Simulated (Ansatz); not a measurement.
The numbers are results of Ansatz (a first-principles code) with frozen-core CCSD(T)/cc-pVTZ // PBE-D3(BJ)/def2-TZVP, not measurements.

Ansatz 0.2 input:
```yaml
crystal:
  periodic: [false, false, false]
  atoms:
    - { symbol: C, position_ang: [1.164223, -0.054468, -0.000002] }
    - { symbol: C, position_ang: [-0.054786, 0.005227, -0.000004] }
    - { symbol: H, position_ang: [-1.109437, -0.199422, 0.000006] }
basis:
  gaussian: { orbitals: cc-pVTZ }
correlation:
  method: ccsd_t
magnetization:
  spin_polarized: true
  initial_magnetization: 1
```

Output:

```
Functional definition: HF
427 factors; integrals over basis functions are off by at most 9.5e-4 eV
mean field evaluation 1: about -2070.9177 eV, gradient 1.4e1 eV
mean field evaluation 2: about -2070.9232 eV, gradient 1.4e1 eV
mean field evaluation 4: about -2072.3288 eV, gradient 3.1e0 eV
mean field evaluation 8: about -2072.4946 eV, gradient 7.2e-1 eV
mean field evaluation 16: about -2072.8530 eV, gradient 1.1e-6 eV
mean field evaluation 32: about -2072.4334 eV, gradient 1.1e-1 eV
mean field evaluation 64: about -2072.4588 eV, gradient 8.3e-2 eV
mean field evaluation 96: about -2072.4981 eV, gradient 1.4e0 eV
mean field evaluation 128: about -2072.3353 eV, gradient 1.3e0 eV
mean field evaluation 160: about -2072.5380 eV, gradient 2.1e-2 eV
mean field evaluation 192: about -2072.4153 eV, gradient 1.9e-1 eV
mean field evaluation 224: about -2072.4652 eV, gradient 1.9e0 eV
mean field evaluation 256: about -2072.1168 eV, gradient 1.9e0 eV
mean field evaluation 288: about -2072.2609 eV, gradient 2.5e0 eV
mean field evaluation 320: about -2072.5631 eV, gradient 1.3e0 eV
mean field evaluation 352: about -2072.4339 eV, gradient 2.1e-4 eV
mean field -2072.85299863 eV, -76.1759426694 hartree, gradient 1.2e-6 eV, S^2 1.200150; 11 other end points of the search recorded, 0 dependent functions left out
determinant -2072.85299863 eV, -76.1759426694 hartree, with singles and doubles -2080.36525531 eV, -76.4520130106 hartree
determinant -2072.53802994 eV, -76.1643677835 hartree, with singles and doubles -2080.08556044 eV, -76.4417344137 hartree
determinant -2072.45852147 eV, -76.1614459012 hartree, with singles and doubles -2079.90663660 eV, -76.4351590839 hartree
determinant -2072.43389467 eV, -76.1605408829 hartree, with singles and doubles -2080.36831979 eV, -76.4521256282 hartree
determinant -2072.85299863 eV, -76.1759426694 hartree, with singles and doubles -2080.35384033 eV, -76.4515935175 hartree
determinant -2072.53802994 eV, -76.1643677835 hartree, with singles and doubles -2080.29153638 eV, -76.4493038898 hartree
determinant -2072.45852147 eV, -76.1614459012 hartree, with singles and doubles -2079.81293498 eV, -76.4317156125 hartree
determinant -2072.43389467 eV, -76.1605408829 hartree, with singles and doubles -2080.35180839 eV, -76.4515188452 hartree
2 core orbitals not correlated
reference -2072.85299863 eV, -76.1759426694 hartree; 5, 4 occupied and 67, 68 virtual orbitals, 427 factors
second order -6.47676976 eV of doubles, -0.00000000 eV of singles
cycle   1  -7.50084152 eV  change    1.8e-7 eV  update   1.6e-6
perturbative correction -0.41254064 eV, -0.0151605890 hartree
Total energy: -2080.76638079 eV, -76.4667541000 hartree
```

Cost: about 50 core-seconds (a rough figure).
